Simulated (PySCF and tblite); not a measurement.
The numbers below are computed, except where a source is named.
C4H10, numbered as in [CH3:1][CH2:2][CH2:3][CH3:4].

Conformers came from 90 starts (ETKDG and KDG, MMFF94s, GFN2-xTB); geometries are PBE0-D3(BJ)/def2-SVP. Weights use PBE0-D3(BJ)/def2-TZVP energies plus GFN2-xTB zero-point and thermal terms (modes under about 100 cm⁻¹ blended into free rotors). Symmetry numbers and mirror images are counted. Conformers within 4 kcal/mol (GFN2-xTB free energy) were kept, 5 at most. Run with PySCF (density fitting) and tblite.

Torsions listed: C1–C2–C3–C4. Of a mirror pair one member is shown.

```
conformer  shape   symmetry  E(GFN2) kcal/mol
        1   -65°  C2 (pair)              0.57
        2   180°        C2h              0.00
```

Task: Which of these conformers is the most populated at 298.15 K, and with what share?

Result: Conformer 2, about 61 %. The lead over the next is within the error of the method.

Task: Give the DFT energies and free energies relative to the lowest, and all weights.

Result: 
| conformer | shape | E(DFT) kcal/mol | G(298.15 K) kcal/mol | weight % |
| --- | --- | --- | --- | --- |
| 1 | -65° | 0.62 | 0.28 | 38.5 |
| 2 | 180° | 0.00 | 0.00 | 61.5 |

Task: How does its share change from 220 K to 380 K?

Result: From 70 % to 56 %; the mixing entropy goes from 1.63 to 1.97 cal/(mol K).
